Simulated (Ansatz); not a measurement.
A calculation with Ansatz (development build ahead of 0.2.0).

```yaml
crystal:
  periodic: [false, false, false]
  atoms:
    - { symbol: C, position_ang: [0.0, 0.62401, -0.6863] }
    - { symbol: Si, position_ang: [0.0, -1.24802, 0.0] }
    - { symbol: C, position_ang: [0.0, 0.62401, 0.6863] }
basis:
  gaussian: { orbitals: def2-SVP }
hamiltonian:
  xc: hf
correlation:
  method: ccsd_t
  frozen_orbitals: { C: 1, Si: 5 }
scf:
  omitted_lower_state_checks: [starts, atomic_configurations, cluster_reference, orbital_swaps, given_window_search, neighbouring_geometries, increment]
```

The input is written out in the form of the current development build from the run's settings.

Output:

```
Converged          : yes
Reference energy   : -364.31290 hartree
Correlation energy : -0.36105 hartree
Total energy       : -364.67395 hartree
Stability test     : minimum among restricted orbitals
```
